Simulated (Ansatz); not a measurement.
Input for Ansatz (development build ahead of 0.2.0):

```yaml
crystal:
  periodic: [false, false, false]
  atoms:
    - { symbol: Li, position_ang: [0.0, 0.0, 0.0] }
    - { symbol: O, position_ang: [0.67839, 0.90452, 1.95835] }
basis:
  gaussian: { orbitals: STO-3G }
total_charge: -1
hamiltonian:
  xc: hf
correlation:
  method: fci
  frozen_orbitals: { Li: 0, O: 1 }
```

The input is written out in the form of the current development build from the run's settings.

Results

```json
{
 "Converged": "yes",
 "Total energy": "-81.06434 hartree",
 "State": "lowest singlet root, of any spatial symmetry"
}
```

Caution: no diffuse functions for an anion.
